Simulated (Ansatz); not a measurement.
## SrAg₄Sb₂: a prediction, then the measurements

Level of theory: Ansatz 0.2.0, DFT r2SCAN, scalar-relativistic, plane waves, PAW.

Plane waves to 500 eV, a k mesh through Γ of 12×12×12 on the computed 7-atom cell and Gaussian smearing (0.10 eV); no spin polarisation.

Relaxed structure, symmetry kept:

Space group R-3m:H (No. 166). a = 4.752 Å, b = 4.752 Å, c = 25.324 Å, α = 90.00°, β = 90.00°, γ = 120.00°
```
atom site symmetry x y z
  Sr    3a       -3m  0.0000  0.0000  0.0000
  Ag    6c        3m  0.3333  0.6667  0.8094
  Ag    6c        3m  0.6667  0.3333  0.7690
  Sb    6c        3m  0.3333  0.6667  0.9213
```

```
Space group                                                       : R-3m (No. 166)
Volume per atom                                                   : 159.1 bohr³
Formation energy from the elements' standard states (uncorrected) : -0.363 eV/atom
Generalised Kohn–Sham band gap                                    : none (metal)
Density of states at the Fermi level                              : 0.79 states/eV per cell
Bader charges (e)                                                 : Sr (1 in the cell) 1.42, Ag (2 in the cell) 0.04, Ag (2 in the cell) -0.11, Sb (2 in the cell) -0.64
```

Spin-orbit coupling is left out, which matters for the bands of heavy elements.

**What was measured.**

From “Fermiology and transport properties of the proposed topological crystalline insulator SrAg4Sb2”, 2024, arxiv:2404.14561, for a bulk crystal of SrAg4Sb2: lattice constant a 4.7404 ± 0.0004 Å; lattice constant c 25.029 ± 0.002 Å.

A measured lattice constant a of SrAg4Sb2 is 4.7404 Å (quoted in the paper above); the calculated 4.752 Å misses it by +0.2 %. A measured lattice constant c of SrAg4Sb2 is 25.029 Å (quoted in the paper above); the calculated 25.324 Å misses it by +1.2 %. The calculation is for 0 K without zero-point motion.

Cost: 1 run of about 9.8 core-minutes, on Oxide Virtual Turin-like Processor (Zen 5) (shared hosts).